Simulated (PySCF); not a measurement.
Give a PBE0-D3(BJ)/def2-SVP geometry of `O=C=C(Cl)CCl`.

```
atom  x, y, z in Å
O1     2.5446   -0.8492    0.2876
C2     1.5606   -0.2567    0.1367
C3     0.4336    0.4099   -0.0723
Cl4    0.5209    2.1439   -0.0542
C5    -0.8835   -0.2526   -0.2009
Cl6   -1.9051   -0.0830    1.2723
H7    -0.7629   -1.3268   -0.3955
H8    -1.4529    0.1957   -1.0265
```

Orientation and origin are arbitrary. Atoms count from 1 in this order. The C–C distances run from 1.326 Å (C2=C3, drawn double) to 1.480 Å (C3–C5, drawn single), a spread of 0.154 Å. The 2 C–Cl bonds span 1.736 Å (C3–Cl4, drawn single) to 1.801 Å (C5–Cl6, drawn single), a spread of 0.065 Å.

Bonds between heavy atoms (Å): O1=C2 1.159, C2=C3 1.326, C3–Cl4 1.736, C3–C5 1.480, C5–Cl6 1.801.

The calculation used PySCF 2.14.0, PBE0-D3(BJ)/def2-SVP geometry optimisation, gas phase.

Point group: C1 (no symmetry element, even within 0.4 Å). No PBE0-D3(BJ)/def2-SVP frequencies stand behind this structure, so it isn't proved a minimum. One conformer, not necessarily the lowest (C2–C3–C5–Cl6 104°).
